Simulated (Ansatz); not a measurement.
**Which is lower?**

Two relaxed structures of SiH3O2 (charge -1), singlet (PBE0-D4/def2-TZVPD; forces vanish, vibrations not checked).

A:

```
atom    x (Å)    y (Å)    z (Å)
  O1  -1.9242  -0.2117   0.0961
 Si2  -0.4177   0.0317  -0.1874
  O3   0.6244  -0.3468   1.1048
  H4   0.1931  -0.7604  -1.3479
  H5  -0.0143   1.4696  -0.5288
  H6   1.5387  -0.1824   0.8633
```

B:

O1  (-1.877, 0.073, 0.098)
Si2  (-0.236, 0.255, -0.443)
O3  (0.642, -0.665, 0.763)
H4  (-0.227, -0.917, -1.476)
H5  (-2.086, -0.855, 0.241)
H6  (1.026, -0.038, 1.377)
(Å)

Computed with Ansatz 0.2.0 (basis: def2-TZVPPD); correlated methods freeze the cores. B3LYP uses VWN-RPA correlation.

Question: Which structure is lower at CCSD(T), and by how much? (An estimate is asked for; the value comes from the calculation.)

Answer: Computed: A, by 1.018 eV (electronic energy, against the other). By their contacts, A is SiH₃O₂ ([O][SiH2][OH]), total charge -1 and B is SiH₃O₂ ([OH][SiH][OH]), total charge -1.

All methods give the same order:

```json
{"method": "PBE-D4", "E(B) − E(A) (eV)": "0.931"}
{"method": "r2SCAN-D4", "E(B) − E(A) (eV)": "1.094"}
{"method": "PBE0-D4", "E(B) − E(A) (eV)": "0.950"}
{"method": "B3LYP-D4", "E(B) − E(A) (eV)": "1.017"}
{"method": "wB97M-V", "E(B) − E(A) (eV)": "0.946"}
{"method": "HF", "E(B) − E(A) (eV)": "1.060"}
{"method": "MP2", "E(B) − E(A) (eV)": "1.161"}
{"method": "CCSD", "E(B) − E(A) (eV)": "1.011"}
{"method": "CCSD(T)", "E(B) − E(A) (eV)": "1.018"}
```

No T1 diagnostic of these runs exceeds 0.017.

Labels in which every atom is bracketed show which atoms are joined, not bond orders.

For scale, one of the runs: CCSD(T)/def2-TZVPPD, 179 basis functions, launched by `ansatz run in.yaml --threads 2 --pin off --events-out ev --progress --plain --max-ram 4352MiB`. Hardware: 2 CPU threads of an Arm Neoverse V2, shared host. Wall time 33 s; peak host memory 1.7 GiB.
